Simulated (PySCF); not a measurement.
ethanol cation (C₂H₆O), SMILES CCO (connectivity only; charge and spin as stated), charge +1, multiplicity 2.

Coordinates come from a PBE0-D3(BJ)/def2-TZVP optimisation. The spin state was assumed, not searched. The values are those of a single conformer.

All values below come from TDA-PBE/def2-SVPD run with PySCF.

Vertical excitations. 

```csv
state,energy (eV),λ (nm),f,main pairs
root 1,2.22,558,0.001,β HOMO→LUMO 100 %
root 2,2.62,473,0.000,β HOMO−2→LUMO 99 %
root 3,3.21,386,0.068,β HOMO−1→LUMO 95 %
root 4,5.29,234,0.001,β HOMO−4→LUMO 100 %
root 5,6.30,197,0.093,β HOMO−3→LUMO 92 %
root 6,6.70,185,0.013,β HOMO−5→LUMO 98 %
root 7,8.51,146,0.001,α HOMO→LUMO 99 %
root 8,9.34,133,0.021,α HOMO→LUMO+1 98 %
root 9,9.51,130,0.000,"α HOMO−1→LUMO 40 %, β HOMO→LUMO+1 54 %"
root 10,9.80,126,0.000,"α HOMO−3→LUMO 6 %, β HOMO−1→LUMO+1 92 %"
```
Unrestricted roots are not spin-pure.
